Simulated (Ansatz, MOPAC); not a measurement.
Molecule: C4H5, charge 0, multiplicity 2. SMILES: [C]1=CCC1

Atoms: C1, C2, C3, C4, H5, H6, H7, H8, H9. Bonds: C1-C2, C1-C3, C2-C4, C2-H5, C3-C4, C3-H6, C3-H7, C4-H8, C4-H9.

Bond lengths (Å) and angles (degrees) optimised at PM7 with MOPAC; MNDO with MOPAC; HF/3-21G with Ansatz (a quantum-chemistry and plane-wave program); HF/6-31G* with Ansatz, each started from the B3LYP-D3(BJ)/def2-TZVP structure (Ansatz) of the last column. A row stands for all coordinates that are equal there; 10 of 19 kinds are shown. 6-31G* holds six Cartesian d functions. No wavenumbers were computed at MNDO, so these may be saddle points.

```
coordinate    PM7   MNDO  HF/3-21G  HF/6-31G*  B3LYP-D3(BJ)/def2-TZVP
----------  -----  -----  --------  ---------  ----------------------
C1-C2       1.327  1.357     1.354      1.338                   1.324
C1-C3       1.481  1.489     1.538      1.509                   1.510
C2-C4       1.554  1.540     1.554      1.525                   1.531
C2-H5       1.050  1.070     1.066      1.072                   1.078
C3-C4       1.604  1.585     1.599      1.567                   1.572
C3-H6       1.092  1.103     1.079      1.083                   1.089
C4-H8       1.089  1.103     1.080      1.085                   1.092
C2-C1-C3    101.8   99.9      96.8       97.1                    99.0
C1-C2-C4     88.9   88.9      92.3       91.6                    90.4
C1-C3-C4     81.9   82.8      84.1       83.9                    82.5
```

Mean signed difference of all 9 bond lengths from B3LYP-D3(BJ)/def2-TZVP: PM7 0.000 Å, MNDO 0.008 Å, HF/3-21G 0.006 Å, HF/6-31G* -0.003 Å.
